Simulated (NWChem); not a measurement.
System: hydrogen fluoride (HF); SMILES F

Program: NWChem. Pople sets run with spherical d functions. Each level has its own optimisation; frequencies are unscaled.

For level B3LYP/6-31G*:

```
Quantity                           Result
---------------------------------  ------
r F–H (Å)                           0.935
highest harmonic frequency (cm⁻¹)    3952
dipole (D)                           1.86
```

### Question
How do the values read with level Hartree-Fock/6-31G* instead?

### Answer
| Property | Result |
|---|---|
| r F–H (Å) | 0.912 |
| highest harmonic frequency (cm⁻¹) | 4333 |
| dipole (D) | 1.97 |
